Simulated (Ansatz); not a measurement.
## Counterpoise correction, worked out

The pair of HF (SMILES F, atoms 1–2) and CH₄ (SMILES C, atoms 3–7), both closed shells, in one local arrangement (a lower one may exist), relaxed at PBE0-D4/def2-TZVP:

```xyz
7
angstrom
F -0.0063 0.1340 -2.4561
H -0.0008 0.0860 -1.5335
C 0.0013 -0.0438 0.7924
H 0.7529 0.3770 1.4582
H 0.4833 -0.7759 0.1404
H -0.4590 0.7699 0.2273
H -0.7711 -0.5472 1.3714
```

Ansatz 0.2.0; basis: def2-TZVPPD; cores frozen in the correlated methods.

MP2 total energies in eV:

| system | geometry | basis functions | energy |
| --- | --- | --- | --- |
| pair | pair | all | -3830.12071 |
| HF | as in the pair | all (partner as ghosts) | -2730.38266 |
| CH₄ | as in the pair | all (partner as ghosts) | -1099.68587 |
| HF | as in the pair | its own | -2730.37359 |
| CH₄ | as in the pair | its own | -1099.68096 |
| HF | free (PBE0-D4 minimum) | its own | -2730.37406 |
| CH₄ | free (PBE0-D4 minimum) | its own | -1099.68728 |

Work out the interaction energy with and without the counterpoise correction, the superposition error, and the binding energy from the relaxed fragments.

Without correction: -3830.12071 − (-2730.37359) − (-1099.68096) = -0.06616 eV.
With correction (each fragment in the whole basis): -3830.12071 − (-2730.38266) − (-1099.68587) = -0.05218 eV = -1.20 kcal/mol.
The superposition error is the difference, 0.01398 eV, 21 % of the uncorrected value: each fragment borrows its partner's functions.
Deformation from the free shapes: 0.00047 eV for HF and 0.00632 eV for CH₄.
Binding energy from relaxed fragments: -0.05218 + 0.00047 + 0.00632 = -0.04539 eV = -1.05 kcal/mol (electronic, without zero-point energy; negative means bound). For comparison, the corrected interaction energy by CCSD(T) at an estimated basis limit (MP2 extrapolated from triple and quadruple zeta, plus CCSD(T) − MP2 in triple zeta) is -0.064 eV.

T1 diagnostic: at most 0.011.

For scale, one of the runs: CCSD(T)/def2-TZVPPD, 162 basis functions, launched by `ansatz run in.yaml --threads 2 --pin off --events-out ev --progress --plain --max-ram 5222MiB`. Time: 15 s of wall clock on 2 CPU threads of an Arm Neoverse V1; the host was shared. Peak host memory: 1.2 GiB.
